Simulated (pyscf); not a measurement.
Single points on ωB97X-D3(BJ)/def2-SVP structures (PySCF, gas phase).

Q: How much does it cost (ΔH, 298 K, ωB97M-D3(BJ)/def2-TZVP) to split F–WH(F)(=S)–SH at its H–S bond into [F–WH(F)(S)=S]• + H•?

A: H–S to [F–WH(F)(S)=S]• + H•: 361.9 kJ/mol. The 7 functionals that were run give +330.2 (PBE) to +361.9 kJ/mol (ωB97M-D3(BJ)). The radicals are drawn with the spin at the cut bond; how far it spreads was not checked. [F–WH(F)(S)=S]• lies 130.0 kJ/mol over its isomer [F–W(F)(=S)–SH]•, and others may lie lower still (electronic energy, ωB97M-D3(BJ)). Open-shell species with a d-block atom are single-reference here; other states, and whether the spin sits on metal or ligand, were not checked. Elements past Kr carry the def2 core potentials, without spin-orbit coupling.
